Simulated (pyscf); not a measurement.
Structures and frequencies: ωB97X-D3(BJ)/def2-SVP in PySCF.

Question: For the elementary gas-phase step F–Nb(F)(F)(F)–O–SiH₃ (SMILES [F][Nb]([F])([F])([F])[O][SiH3]) + H₂ (SMILES [H][H]) → HO–SiH₃ (SMILES O[SiH3]) + F–NbH(F)(F)–F (SMILES [F][NbH]([F])([F])[F]) (singlet surface; Nb–O, H–H, H–Si broken, H–O, H–Nb, H–Si formed), what barrier and reaction energy does ωB97M-D3(BJ)/def2-TZVP give, measured from the separated reactants?

Answer: ΔE‡ = 2.43 eV, ΔE = +1.41 eV. Zero-point energy shifts the barrier by +0.13 eV. It is a multi-bond step, with an imaginary mode of 1619i cm⁻¹. On the product side the descent ends in an adduct with a Nb–O contact, 0.85 eV under the separated species and 1.61 eV under the saddle at ωB97X-D3(BJ)/def2-TZVP. What is counted as broken (Nb–O) persists as a longer contact in the product adduct; parting that adduct is a step of its own. At the saddle there is also a short Nb–Si contact that neither side keeps. At ωB97X-D3(BJ)/def2-TZVP the barrier from the zero used here is 2.32 eV. One saddle was located; it need not be the lowest between these sides. Elements past Kr carry the def2 core potentials, without spin-orbit coupling.
